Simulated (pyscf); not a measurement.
Optimised with ωB97X-D3(BJ)/def2-SVP in PySCF.

### Question
Estimate by transition-state theory the rate constant of H₂C=CH–GaH–OH (SMILES C=[CH][GaH][OH]) + H₂ (SMILES [H][H]) → HO–GaH₂ (SMILES [OH][GaH2]) + H₂C=CH₂ (SMILES C=C) (singlet surface; C–Ga, H–H broken, Ga–H, C–H formed) at 1200 K, with ωB97M-D3(BJ)/def2-TZVP energies (ideal gas, 1 atm, RRHO with modes under 100 cm⁻¹ raised to 100, one conformer, R ln 2 for chiral ones without a mode under 150 cm⁻¹; no tunnelling).

### Answer
The electronic barrier is 37.6 kcal/mol and the thermal terms add +34.6, so ΔG‡ = 72.1 kcal/mol. With k_BT/h = 2.50e+13 s⁻¹ and RT = 2.385 kcal/mol, and a volume of 1.64e-19 cm³ per molecule at 1 atm, k = 3.0e-19 cm³ molecule⁻¹ s⁻¹. Wigner's tunnelling factor for 1481i cm⁻¹ would be 1.13. A shift of 1 kcal/mol in the barrier changes k by a factor 1.5. On the product side the descent ends in a bound adduct (not fully relaxed), 9.8 kcal/mol under the separated species and 51.0 kcal/mol under the saddle at ωB97X-D3(BJ)/def2-TZVP. At the saddle there is also a short Ga–H contact that neither side keeps. This is the saddle that the search found; another between the same sides may lie lower. Elements up to Kr have no core potential and no relativistic terms here.
